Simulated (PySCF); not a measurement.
# CH2F (SMILES [CH2]F): UB2PLYP/STO-3G

What is the energy change on altering one bond length of CH2F at UB2PLYP/STO-3G? The job is set up through a Python script.

The results are computed with PySCF 2.14.0.

11 further runs of the same task are left out: 3 that didn't finish, 8 set aside as unsound or not needed.

## Step 1: The structure to begin with

The species is CH2F (4 atoms), meant as a doublet with charge 0. SMILES: `[CH2]F`. Geometry: relaxed at PBE0-D4/def2-TZVP.

Bond lengths: C1–F2 1.331 Å, C1–H3 1.082 Å, C1–H4 1.082 Å. Angles: F2–C1–H3 115.1°, F2–C1–H4 115.1°, H3–C1–H4 124.6°.

## Step 2: A single-point energy at UB2PLYP/STO-3G

The input, input.xyz:

```xyz
4

C     -0.030100    -0.057600    -0.131100
F      0.950000     0.694000     0.364600
H     -0.946900     0.472300    -0.352500
H      0.027000    -1.108700     0.119000
```

The input, input.py:

```python
from pyscf import gto, dft, mp

molecule = gto.M(
    atom='input.xyz',
    verbose=3,
    max_memory=1860,
    basis='sto-3g',
    spin=1,
)

ks = dft.UKS(molecule, xc='0.53*HF + 0.47*B88, 0.73*LYP')
ks.grids.level = 5
ks.conv_tol = 1e-10
ks.kernel()
if not ks.converged:
    ks = ks.newton().run(ks.mo_coeff, ks.mo_occ)

pt = mp.MP2(ks, frozen=2).run()
energy = ks.e_tot + 0.27 * pt.e_corr
print('PT2 part  %.8f' % (0.27 * pt.e_corr))
print(f'total energy: {energy:.8f} hartree')
```

Run with:

```bash
$ OMP_NUM_THREADS=1 python input.py
```

Standard output:

```text
converged SCF energy = -136.936204519767  <S^2> = 0.75418536  2S+1 = 2.004181
E(UMP2) = -137.013454707038  E_corr = -0.0772501872714138
E(SCS-UMP2) = -137.018560470271  E_corr = -0.0823559505044932
PT2 part  -0.02085755
total energy: -136.95706207 hartree
```

Wall time 2.7 s (1 thread of Arm Neoverse V1, shared host); peak memory 0.18 GiB.

## Step 3: The distorted shape at the same level

The input, calc.py:

```python
from pyscf import gto, dft, mp

mol = gto.M(
    atom='C -0.041518 0.152578 -0.181110; F 0.938582 0.904178 0.314590; H -0.958318 0.682478 -0.402510; H 0.027000 -1.108700 0.119000',
    max_memory=1860,
    spin=1,
    verbose=3,
    basis='sto-3g',
)

mf = dft.UKS(mol)
mf.xc = '0.53*HF + 0.47*B88, 0.73*LYP'
mf.conv_tol = 1e-10
mf.grids.level = 5
mf.kernel()
if not mf.converged:
    mf = mf.newton().run(mf.mo_coeff, mf.mo_occ)

pt = mp.MP2(mf, frozen=2).run()
etot = mf.e_tot + 0.27 * pt.e_corr
print('PT2 part  %.8f' % (0.27 * pt.e_corr))
print('Final energy', etot)
```

Run with:

```bash
$ OMP_NUM_THREADS=1 python calc.py
```

Standard output:

```text
converged SCF energy = -136.913181750422  <S^2> = 0.7561698  2S+1 = 2.0061603
E(UMP2) = -136.998674877948  E_corr = -0.0854931275259223
E(SCS-UMP2) = -137.004673326198  E_corr = -0.0914915757756416
PT2 part  -0.02308314
Final energy -136.9362648948544
```

Wall time 2.6 s (1 thread of Arm Neoverse V1, shared host); peak memory 0.17 GiB.

## Step 4: Results

Level: UB2PLYP/STO-3G, 2 core orbitals frozen.

| quantity | value |
| --- | --- |
| first shape: total energy | -136.95706 Eh |
| first shape: dipole moment (SCF part) | 0.64 D |
| first shape: HOMO energy (SCF part's orbitals) (highest over α and β) | -5.13 eV |
| first shape: LUMO energy (SCF part's orbitals) (lowest over α and β) | 4.68 eV |
| first shape: ⟨S²⟩ | 0.754 |
| distorted shape: total energy | -136.93626 Eh |
| distorted shape: dipole moment (SCF part) | 0.63 D |
| distorted shape: HOMO energy (SCF part's orbitals) (highest over α and β) | -5.02 eV |
| distorted shape: LUMO energy (SCF part's orbitals) (lowest over α and β) | 4.81 eV |
| distorted shape: ⟨S²⟩ | 0.756 |
| energy change with the C1–H4 bond stretched from 1.082 to 1.298 Å | 0.566 eV |

In words: With the C1–H4 bond stretched from 1.082 to 1.298 Å the energy rises by 0.57 eV (54.6 kJ/mol). The first shape isn't relaxed at this level, so the change isn't measured from a minimum. The minimal basis adds a large error of its own. Mulliken charges (distorted shape) run from -0.09 on F2 to +0.07 on H3.
